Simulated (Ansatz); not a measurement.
# SiPH2 (sextet): the correlation ladder, cc-pVDZ

An exercise on one series of results from a longer session: the logs are not shown, and one member is left open.

Program: Ansatz 0.2.0, Gaussian basis. Level of theory: cc-pVDZ, core rule «outside noble gas», up to 10 orbitals frozen. These are calculated values, not measurements.

To be run: UHF; CCSD(T) on ROHF; CCSD(T) on UHF; BCCD(T) on ROHF; CISD; CCSDT(Q) on ROHF; CCSDT(Q) on UHF; CASSCF and MRCISD+Q, 11 electrons in 10 orbitals; CASSCF and NEVPT2, 11 electrons in 10 orbitals.

24 further runs of the same task are left out: 8 that didn't finish, 16 set aside as unsound or not needed.

## The system

The geometry is a PBE0/def2-TZVP stationary point (not a proven minimum) of the parent state, kept for this charge and spin.

4 atoms, charge 0, spin multiplicity 6.

Atoms are counted from 1 here; the program's logs count them from 0.

Bond lengths: Si1–P2 2.275 Å, Si1–H3 1.499 Å, P2–H4 1.427 Å. Angles: P2–Si1–H3 115.3°, Si1–P2–H4 96.5°.

Set-up of the first run:

Contents of in.yaml:

```yaml
crystal:
  periodic: [false, false, false]
  atoms:
    - {symbol: Si, position_ang: [-0.059994, -0.083342, 1.179230]}
    - {symbol: P, position_ang: [0.000332, 0.090462, -1.088224]}
    - {symbol: H, position_ang: [0.995175, 0.691262, 1.910267]}
    - {symbol: H, position_ang: [0.666308, -1.148881, -1.327757]}
basis:
  gaussian: {orbitals: cc-pVDZ}
magnetization: {spin_polarized: true, initial_magnetization: 5}
hamiltonian: {xc: hf}
output: {orbitals: {seedname: orbitals}}
```

Started as:

```bash
$ ansatz run in.yaml --threads 1 --pin off --events-out ev --progress --plain --max-ram 2393MiB
```

Steps of the session up to this table: UHF; CCSD(T) on ROHF; CCSD(T) on UHF; BCCD(T) on ROHF; CISD; CCSDT(Q) on ROHF; CCSDT(Q) on UHF; CASSCF and MRCISD+Q, 11 electrons in 10 orbitals; CASSCF and NEVPT2, 11 electrons in 10 orbitals.

One table of the session follows, with a row left open; its other results are not shown here.

| method | from UCCSDT(Q) (kcal/mol) |
| --- | --- |
| ROHF | +124.42 |
| UHF | +121.22 |
| RMP2 | +28.34 |
| UMP2 | +28.61 |
| CISD | +12.07 |
| RCCSD | +4.66 |
| UCCSD | +4.60 |
| RCCSD(T) | +1.14 |
| UCCSD(T) | +1.13 |
| BCCD(T) | +1.10 |
| RCCSDT | +0.21 |
| UCCSDT | +0.20 |
| RCCSDT(Q) | +0.02 |
| UCCSDT(Q) | 0 |
| CASSCF valence | +99.95 |
| NEVPT2 valence | ? |
| MRCISD valence | +9.13 |
| MRCISD+Q valence | +1.18 |

Q: Estimate the row for NEVPT2 valence from the others.

As computed: from UCCSDT(Q) (kcal/mol): +26.55. In the column «from UCCSDT(Q) (kcal/mol)» it lies between CISD (+12.07) and RMP2 (+28.34).

Among the levels timed on like hardware and quicker than the yardstick, those that no quicker one beats, quickest first: RCCSD(T) (3.8 s, +1.14 kcal/mol); UCCSD(T) (4 s, +1.13 kcal/mol); BCCD(T) (4.2 s, +1.10 kcal/mol).

To keep in mind: Of the multireference levels listed MRCISD+Q valence comes nearest in total energy (+1.18 kcal/mol), which doesn't show that its space is the better one. Restricted and unrestricted rows rest on different reference determinants; where their highest levels disagree by more than a few hundredths of an eV, they describe different states and don't form one ladder.
